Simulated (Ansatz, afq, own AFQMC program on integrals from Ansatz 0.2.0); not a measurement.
AlBH2, triplet in cc-pVDZ, levels against CCSDT(Q)

```yaml
atoms:
  - { symbol: B, position_ang: [0.0000, 0.0000, 1.3689] }
  - { symbol: Al, position_ang: [0.0000, 0.0000, -0.6894] }
  - { symbol: H, position_ang: [0.0000, 1.0776, 1.8859] }
  - { symbol: H, position_ang: [0.0000, -1.0776, 1.8859] }
```

Connectivity, by distances: BH2–Al.

Basis cc-pVDZ. Only valence electrons are correlated. AFQMC by an in-house program on the Cholesky factors that Ansatz 0.2.0 writes for its CCSD(T) run. The CISD trial takes its coefficients from CCSD amplitudes. Released means that phaseless walkers are propagated on without the constraint, phases kept. Uncertainties: one standard error, sampling alone.

Determinant: UHF, the one that the program's search chose, which needn't be the lowest solution. The geometry is a point of a scan.

No full CI on the walks' own integrals is used here; CCSDT(Q) serves as the reference and is uncertain by about the last step of the cluster series.

Cautions: lower spins were not checked.

* T1 diagnostic: 0.0181
* weight of the determinant in the CISD state: 0.886
* ⟨S²⟩ of the determinant: 2.027
* size of the correlated space: 8 electrons in 36 orbitals

```tsv
level	correlation energy (eV)
MP2	-3.3576
CCSD	-4.2041
CCSD(T)	-4.3493
```

**Question.** Estimate where phaseless AFQMC with a CISD trial lies against CCSD(T) on the same integrals.

**Answer.** 0.27 ± 0.26 mEh below CCSD(T). The gap is under twice the noise, so this walk alone can't tell the two apart.

Reference: CCSDT(Q), correlation energy -4.394 eV. The released energy is read at 2.40 1/Eh (meV from the phaseless value at times in 1/Eh: -6 ± 11 at 0.24, -22 ± 9 at 0.51, -19 ± 8 at 0.99, -34 ± 10 at 1.62, -17 ± 9 at 2.40).

```
         level  E − E(reference) (mEh)  share of correlation (%)
       CCSD(T)                    1.63                     98.99
         CCSDT                    0.32                     99.80
   ph-AFQMC/HF             4.94 ± 1.33                     96.94
 ph-AFQMC/CISD             1.36 ± 0.26                     99.16
released AFQMC             0.73 ± 0.32                     99.55
```

A walk keeps the symmetry of its determinant, which the program's search chose and which needn't be the lowest solution, so a lower state of the same spin and another symmetry isn't excluded. Released energies are given only where the last usable release times agree within the noise; a slower fall can still hide under it.
